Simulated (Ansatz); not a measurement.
## Several solutions for singlet CH2

| atom | x (Å) | y (Å) | z (Å) |
| --- | --- | --- | --- |
| C | 0.0000 | 0.0000 | 0.0000 |
| H | 1.2939 | 0.0000 | 1.0478 |
| H | -1.2939 | 0.0000 | 1.0478 |

Basis set: 6-31G (spherical functions). Charge 0, multiplicity 1.

PBE0 (unrestricted) was run from several starts with Ansatz (development build ahead of 0.2.0).

```json
{"run": "A", "program": "Ansatz", "start": "search for the lowest state", "converged": "yes", "energy (hartree)": "-38.93412", "<S²>": "0.41"}
{"run": "B", "program": "Ansatz", "start": "stability test followed", "converged": "yes", "energy (hartree)": "-38.93412", "<S²>": "0.41"}
{"run": "C", "program": "Ansatz", "start": "atomic start, no search", "converged": "yes", "energy (hartree)": "-38.93058", "<S²>": "0.00"}
```

(1) Which runs reached the lowest solution of this kind, and what is wrong with the others?

## Answers

(1) A, B reached the lowest solution found. Converged but too high: C by 0.10 eV. Convergence only shows a stationary point, and even a stable one can lie too high; stability tests and further starts are what find lower ones. Caution: another spin multiplicity may lie lower. Caution: the unrestricted determinant is spin contaminated.
